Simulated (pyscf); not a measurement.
**Four-centre exchange: H₂Ga–AsH₂ + H₂ -> H₂Ga–AsH₂ + H₂**

Gas phase, singlet surface, charge 0. Bonds broken: Ga2–H7, H5–H8. Bonds formed: Ga2–H5, H7–H8. Single points on ωB97X-D3(BJ)/def2-SVP structures (PySCF, gas phase).

Transition state (Å):

```xyz
8

As    -2.0786    -1.0564     0.4369
Ga    -0.5819     0.7324    -0.0905
H     -1.4164    -1.9810    -0.5707
H     -3.1119    -0.5770    -0.5703
H      1.0457     0.0968     0.0775
H     -0.4865     2.2415     0.2481
H      0.0305     0.5580    -1.7210
H      0.7807     0.2495    -0.9747
```

One imaginary mode, 1523i cm⁻¹; descent along it reached the two sides named.

```csv
bond,change,reactant side (Å),saddle,product side
Ga2–H7,breaks,1.568,1.750,2.442
H5–H8,breaks,0.764,1.096,2.8
Ga2–H5,forms,2.470,1.755,1.568
H7–H8,forms,2.8,1.102,0.764
```

Electronic energies relative to the separated reactants (kJ/mol):

```json
[
 {"level": "ωB97X-D3(BJ)/def2-TZVP", "barrier": "116.4", "reaction energy": "0.0", "reverse barrier": "116.4"},
 {"level": "PBE/def2-TZVP", "barrier": "92.1", "reaction energy": "0.0", "reverse barrier": "92.1"},
 {"level": "r²SCAN/def2-TZVP", "barrier": "95.1", "reaction energy": "0.0", "reverse barrier": "95.1"},
 {"level": "B3LYP-D3(BJ)/def2-TZVP", "barrier": "113.5", "reaction energy": "0.0", "reverse barrier": "113.5"},
 {"level": "PBE0-D3(BJ)/def2-TZVP", "barrier": "98.2", "reaction energy": "0.0", "reverse barrier": "98.2"},
 {"level": "M06-2X/def2-TZVP", "barrier": "121.1", "reaction energy": "0.0", "reverse barrier": "121.1"},
 {"level": "ωB97M-D3(BJ)/def2-TZVP", "barrier": "116.6", "reaction energy": "0.0", "reverse barrier": "116.6"},
 {"level": "HF/def2-TZVP", "barrier": "174.4", "reaction energy": "0.0", "reverse barrier": "174.4"}
]
```

With ωB97M-D3(BJ)/def2-TZVP energies and thermal terms (ideal gas, 1 atm, RRHO with modes under 100 cm⁻¹ raised to 100, one conformer, R ln 2 for chiral ones without a mode under 150 cm⁻¹), in kJ/mol:

| T (K) | ΔH‡ | ΔG‡ | ΔH | ΔG |
|---|---|---|---|---|
| 298 | 119.9 | 155.3 | 0.0 | 0.0 |
| 600 | 115.6 | 193.2 | 0.0 | 0.0 |
| 900 | 114.5 | 232.3 | 0.0 | 0.0 |
| 1200 | 115.2 | 271.5 | 0.0 | 0.0 |

At the saddle there is also a short Ga–H contact that neither side keeps. This is the saddle that the search found; another between the same sides may lie lower. Elements up to Kr have no core potential and no relativistic terms here.
